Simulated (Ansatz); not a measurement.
# One shape, several levels: [AlH3]− (SMILES [AlH3-])

Aim: a comparison of 6 runs (UHF/3-21G, UBLYP/3-21G, UPBE/3-21G, UHSE06/6-31G*, RPA@PBE/6-31G*, UCCSDT(Q)/6-31G*) of [AlH3]−. 

The calculation is run with Ansatz 0.2.0.

### Step 1. The molecule

[AlH3]−: 4 atoms, total charge -1, spin state doublet. As SMILES, `[AlH3-]`. The H2–Al1 distance was set to 2.526 Å, away from the relaxed value. At this shape a bond of the SMILES string is far longer than usual.

Bond lengths: Al1–H3 1.685 Å, Al1–H4 1.685 Å. Angles: H3–Al1–H4 101.1°.

### Step 2. The energy at UHF/3-21G (run 1)

The input, job.yaml:

```yaml
basis:
  gaussian:
    orbitals: 3-21G.json
crystal:
  periodic: [false, false, false]
  atoms:
    - {symbol: Al, position_ang: [-0.477563, 0.305984, -1.073142]}
    - {symbol: H, position_ang: [0.471920, 0.754070, 1.224440]}
    - {symbol: H, position_ang: [-1.666613, -0.833226, -0.715382]}
    - {symbol: H, position_ang: [0.722747, -0.674926, -1.733572]}
total_charge: -1
magnetization:
  spin_polarized: true
  initial_magnetization: 1
hamiltonian:
  xc: hf
accuracy: high
```

The basis set 3-21G is read from a file made from the Basis Set Exchange's data (not shown).

On the command line:

```
$ ansatz run job.yaml --threads 1 --pin off --max-ram 2610MiB --events-out events.jsonl --progress --plain --runs-dir runs
```

The program printed:

```text
Warning: RAYON_NUM_THREADS=1 ignored (pool sized by the plan → 1); use --threads N
Functional definition: HF
  name "HF"
  exchange = exact_x
  correlation = 0
369 factors; integrals over basis functions are off by at most 2.6e-9 eV
mean field evaluation 1: about -6590.1248 eV, gradient 6.7e0 eV
mean field evaluation 2: about -6590.1260 eV, gradient 6.7e0 eV
mean field evaluation 4: about -6590.9739 eV, gradient 8.1e-1 eV
mean field evaluation 8: about -6590.9989 eV, gradient 1.2e-2 eV
mean field evaluation 16: about -6590.3175 eV, gradient 5.0e0 eV
mean field evaluation 32: about -6590.9970 eV, gradient 1.5e-2 eV
mean field evaluation 64: about -6590.7023 eV, gradient 1.6e0 eV
mean field evaluation 96: about -6590.9989 eV, gradient 5.0e-6 eV
mean field -6590.99886412 eV, -242.2147407168 hartree, gradient 1.6e-8 eV, S^2 0.769011; 1 other end points of the search recorded, 0 dependent functions left out
reference -6590.99886412 eV, -242.2147407168 hartree; 9, 8 occupied and 10, 11 virtual orbitals, 369 factors
Total energy: -6590.99886412 eV, -242.2147407168 hartree
```

It took 0.14 s on 1 thread of Arm Neoverse V2, shared host.

### Step 3. The energy at UBLYP/3-21G (run 2)

The input, in.yaml:

```yaml
basis:
  gaussian: {orbitals: 3-21G.json}
crystal:
  periodic: [false, false, false]
  atoms:
    - {symbol: Al, position_ang: [-0.477563, 0.305984, -1.073142]}
    - {symbol: H, position_ang: [0.471920, 0.754070, 1.224440]}
    - {symbol: H, position_ang: [-1.666613, -0.833226, -0.715382]}
    - {symbol: H, position_ang: [0.722747, -0.674926, -1.733572]}
total_charge: -1
magnetization: {spin_polarized: true, initial_magnetization: 1}
hamiltonian: {xc: {name: BLYP}}
accuracy: high
```

The basis set 3-21G is read from a file made from the Basis Set Exchange's data (not shown).

On the command line:

```
$ ansatz run in.yaml --threads 1 --pin off --max-ram 2610MiB --events-out events.jsonl --progress --plain --runs-dir runs
```

The program printed:

```text
Warning: RAYON_NUM_THREADS=1 ignored (pool sized by the plan → 1); use --threads N
Functional definition: BLYP
  name "BLYP"
  parameter beta = 0.0042
  parameter a = 0.04918
  parameter b = 0.132
  parameter c = 0.2533
  parameter d = 0.349
  exchange = b88_x(beta = beta)
  correlation = lyp_c(a = a, b = b, c = c, d = d)
369 factors; integrals over basis functions are off by at most 2.6e-9 eV
mean field evaluation 1: about -6605.1660 eV, gradient 9.6e0 eV
mean field evaluation 2: about -6599.0646 eV, gradient 1.8e1 eV
mean field evaluation 4: about -6606.2653 eV, gradient 1.2e0 eV
mean field evaluation 8: about -6606.2790 eV, gradient 8.1e-3 eV
mean field evaluation 16: about -6606.2790 eV, gradient 1.2e-5 eV
mean field -6606.27896726 eV, -242.7762741500 hartree, gradient 2.5e-8 eV, S^2 0.751119; 1 other end points of the search recorded, 0 dependent functions left out
reference -6606.27901350 eV, -242.7762758493 hartree; 9, 8 occupied and 10, 11 virtual orbitals, 369 factors
Total energy: -6606.27901350 eV, -242.7762758493 hartree
```

Run time: 1.2 s. Hardware: 1 thread of Arm Neoverse V2, shared host; peak memory 0.1 GiB.

Runs 3 to 5 aren't shown in full; the table further down has their settings and results.

### Step 4. The energy at UCCSDT(Q)/6-31G(d) (spherical functions) (run 6)

The input, run.yaml:

```yaml
crystal:
  periodic: [false, false, false]
  atoms:
    - {symbol: Al, position_ang: [-0.477563, 0.305984, -1.073142]}
    - {symbol: H, position_ang: [0.471920, 0.754070, 1.224440]}
    - {symbol: H, position_ang: [-1.666613, -0.833226, -0.715382]}
    - {symbol: H, position_ang: [0.722747, -0.674926, -1.733572]}
basis:
  gaussian: {orbitals: 6-31G_st_-spherical.json}
total_charge: -1
magnetization: {spin_polarized: true, initial_magnetization: 1}
correlation: {method: ccsdt_q, frozen_orbitals: {Al: 5, H: 0}}
accuracy: high
scf: {omitted_lower_state_checks: [cluster_reference, increment]}
```

The basis set 6-31G* is read from a file made from the Basis Set Exchange's data (not shown).

On the command line:

```
$ ansatz run run.yaml --threads 1 --pin off --max-ram 2610MiB --events-out events.jsonl --progress --plain --runs-dir runs
```

The program printed:

```text
Warning: RAYON_NUM_THREADS=1 ignored (pool sized by the plan → 1); use --threads N
[... 13 lines left out ...]
5 core orbitals not correlated: weight in the atoms' cores, before any rotation towards them, 1.000 or more for the frozen orbitals, at most 0.000 for the correlated occupied ones
[... 31 lines left out ...]
Total energy: -6629.51803835 eV, -243.6302942606 hartree
Checks for a lower state left out: cluster_reference, increment
```

Run time: 1.3 s. Hardware: 1 thread of Arm Neoverse V2, shared host.

### Step 5. Overview of the runs

```
run                                   level  frozen core orbitals  energy (Eh)   ⟨S²⟩  wall time
  1                               UHF/3-21G                     –  -242.214741  0.769     0.14 s
  2                             UBLYP/3-21G                     –  -242.776276  0.751      1.2 s
  3                              UPBE/3-21G                     –  -242.641535  0.751      1.2 s
  4     UHSE06/6-31G* (spherical functions)                     –  -243.999923  0.752      2.2 s
  5    RPA@PBE/6-31G* (spherical functions)                     5  -243.686130  0.751      1.7 s
  6  UCCSDT(Q)/6-31G* (spherical functions)                     5  -243.630294  0.763      1.3 s
```

### Step 6. What came out

| quantity | value |
| --- | --- |
| run 6: total energy | -243.63029 Eh |
| run 6: correlation energy (5 core orbitals frozen) | -86.9 mEh |
| run 6: ⟨S²⟩ of the reference determinant | 0.763 |
| run 6: T1 diagnostic | 0.036 |

In words: Totals of different functionals can't be ranked against each other. All runs together took 7.7 s, the longest 2.2 s.
